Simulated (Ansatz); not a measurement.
Cost and result for the atomization energy of `CC(C)=C=S` (11 atoms, 10 bonds).

```xyz
11

C     0.7009   -1.1670    0.1796
C    -0.2261   -0.0439   -0.1862
C     0.0230    1.3085    0.4164
C    -1.2232   -0.2388   -1.0069
S    -2.4119   -0.4718   -1.9862
H     0.6870   -1.3334    1.2618
H     0.4274   -2.0989   -0.3141
H     1.7293   -0.9170   -0.1015
H    -0.0215    1.2512    1.5090
H    -0.7069    2.0449    0.0817
H     1.0221    1.6661    0.1463
```

Total charge 0; spin multiplicity 1. The geometry is a stationary point of PBE0-D4/def2-TZVP. Program: Ansatz. All runs use 4 threads of an AMD EPYC 9R45 on a shared host. Times are those of one run each, without the atoms' runs, and a repeat can differ threefold. Electronic energies, without spin–orbit coupling; frozen cores. CCSD(T)/CBS adds CCSD(T) − MP2 in def2-TZVPP to the MP2 limit, and its time is that of the two runs behind it. T1 = 0.015. B3LYP takes the VWN-RPA correlation (the form of Gaussian; ORCA's B3LYP/G).

CCSD(T)/CBS is a level of theory with its own doubt, some kJ/mol a heavy atom from the limit and from the frozen cores, so smaller differences don't rank the functionals.

```
                             level  functions  wall time
   PBE-D4/def2-TZVPP (with forces)        250      0.9 s
                PBE0-D4/def2-TZVPP        250     0.95 s
r2SCAN-D4/def2-TZVPP (with forces)        250      1.4 s
 B3LYP-D4/def2-TZVPP (with forces)        250      1.6 s
                 B2PLYP/def2-TZVPP        250        2 s
                ωB97X-V/def2-TZVPP        250      2.4 s
  ωB97M-V/def2-TZVPP (with forces)        250      3.2 s
                    MP2/def2-QZVPP        478        8 s
                CCSD(T)/def2-TZVPP        250       33 s
                 CCSD(T)/CBS(def2)          –       41 s
```

Question: What atomization energy does each give, and how far from CCSD(T)/CBS? (An estimate is asked.)

Answer: Computed: 
```csv
level,atomization (kJ/mol),difference from CCSD(T)/CBS,per bond
PBE-D4/def2-TZVPP (with forces),4632.9,157.2,15.7
PBE0-D4/def2-TZVPP,4540.3,64.6,6.5
r2SCAN-D4/def2-TZVPP (with forces),4520.5,44.8,4.5
B3LYP-D4/def2-TZVPP (with forces),4498.0,22.3,2.2
B2PLYP/def2-TZVPP,4452.7,-23.0,-2.3
ωB97X-V/def2-TZVPP,4484.0,8.3,0.8
ωB97M-V/def2-TZVPP (with forces),4501.1,25.4,2.5
MP2/def2-QZVPP,4517.4,41.7,4.2
CCSD(T)/def2-TZVPP,4370.3,-105.4,-10.5
CCSD(T)/CBS(def2),4475.7,0.0,0.0
```

The D4 term adds +35.2 kJ/mol with B3LYP and +18.7 kJ/mol with PBE0; it sums over pairs of atoms, weighted by their polarisabilities, and B3LYP, whose exchange is more repulsive, gets the larger term. From PBE to PBE0 (25 % exact exchange), in def2-TZVPP and without D4, the atomization energy moves by −89.2 kJ/mol: exact exchange takes away binding that semilocal exchange gives to molecules. In def2-TZVPP, CCSD(T) changes the Hartree–Fock value by +1091.6 kJ/mol (the triples alone add +81.2 kJ/mol) and MP2 by +1177.0 kJ/mol; breaking electron pairs costs correlation energy, which Hartree–Fock lacks.
